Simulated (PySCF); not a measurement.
chloromethane cation (CH₃Cl), SMILES CCl (connectivity only; charge and spin as stated), charge +1, multiplicity 2. Atoms are numbered in the order given.

```xyz
5

C     -1.0860    -0.0307     0.0000
Cl     0.6370    -0.0009     0.0000
H     -1.4693    -0.4356     0.9506
H     -1.3739     1.0701     0.0000
H     -1.4693    -0.4356    -0.9506
```
Charge +1, spin multiplicity 2.

Geometry optimised at PBE-D3(BJ)/def2-TZVP. The geometry has at least one imaginary mode, so it is a saddle point at that level. The spin state was assumed, not searched.

The numbers are results of PBE/def2-TZVPD run with PySCF, not measurements.

The molecule is in vacuum.

```
Item                                                               Result
------------------------------------------------  -----------------------
total energy                                           -499.48745 hartree
point group                                                            Cs
α spin, highest occupied and lowest empty level       -15.47 and -7.75 eV
β spin, highest occupied and lowest empty level      -15.19 and -14.76 eV
dipole moment about the centre of nuclear charge                   2.16 D
mean static polarisability                           25.8 bohr³ (3.83 Å³)
polarisability, principal values                   20.0, 21.4, 36.0 bohr³
⟨S²⟩                                              0.752 (pure state 0.75)
```
